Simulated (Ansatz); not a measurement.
Reaction (hydrogen abstraction from the Al–H bond): `[NH2][AlH][OH]` + H• → `[NH2][Al][OH]`• + H₂

Calculated with Ansatz (gas phase, PBE0-D4/def2-TZVP geometries, no zero-point term in ΔE). CCSD(T)/CBS is the MP2 limit (def2-TZVPP, def2-QZVPP) plus CCSD(T) − MP2 in def2-TZVPP, frozen cores. This one scheme is used for every species, atoms too. DFT in def2-TZVPP. No spin–orbit coupling; open shells (•) take unrestricted orbitals. Each species was taken in one conformer, which may not be the lowest.

`[NH2][AlH][OH]`:

Z-matrix (Å, degrees):
```
N
Al 1 1.760
H 1 1.006 2 124.4
H 1 1.007 2 125.1 3 -180.0
O 2 1.698 1 116.8 3 -180.0
H 2 1.579 1 120.8 3 -0.1
H 5 0.955 2 123.2 1 180.0
```

`[NH2][Al][OH]`•:

```xyz
6

N    -0.471    1.041    0.436
Al    0.733    0.076   -0.429
O     0.439   -1.602   -0.499
H    -1.295    0.658    0.874
H    -0.431    2.039    0.558
H     1.026   -2.213   -0.941
```

H₂:

```xyz
2

H    -0.237   -0.271    0.099
H     0.237    0.271   -0.099
```

```json
{"level": "BLYP-D4", "ΔE (kJ/mol)": "-95.0"}
{"level": "ωB97M-V", "ΔE (kJ/mol)": "-69.2"}
{"level": "revPBE", "ΔE (kJ/mol)": "-96.8"}
{"level": "CCSD/def2-SVP", "ΔE (kJ/mol)": "-65.6"}
```

(1) What does CCSD(T)/CBS give? (Estimate.)

Largest T1 diagnostic among the species: 0.015.

Answers

(1) Computed: -80.5 kJ/mol. The listed levels differ from it by -14.5, 11.3, -16.3, 14.9 kJ/mol.

From PBE to PBE0 (25 % exact exchange), in def2-TZVPP and without D4, ΔE moves by +6.7 kJ/mol. Leaving LDA and LC-ωPBE aside and taking each functional with its dispersion term where it has one, the values, not all of them listed here, spread over 33.1 kJ/mol, from revPBE-D4 to B97M-V. In def2-TZVPP, CCSD(T) changes the Hartree–Fock value by −23.7 kJ/mol (the triples alone add −0.9 kJ/mol) and MP2 by −18.2 kJ/mol.
